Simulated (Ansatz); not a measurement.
Input for Ansatz (development build ahead of 0.2.0):

```yaml
crystal:
  periodic: [false, false, false]
  atoms:
    - { symbol: C, position_ang: [0.0, 0.0, -0.5076] }
    - { symbol: O, position_ang: [0.0, 0.0, 0.5076] }
basis:
  gaussian: { orbitals: "6-31G" }
magnetization:
  spin_polarized: true
hamiltonian:
  xc: hf
correlation:
  method: bccd_t
  frozen_orbitals: { C: 1, O: 1 }
```

The input is written out in the form of the current development build from the run's settings.

Results

| Property | Result |
| --- | --- |
| Converged | yes |
| Reference energy (starting determinant) | -112.62481 hartree |
| Correlation energy | -0.19676 hartree |
| Total energy | -112.82157 hartree |
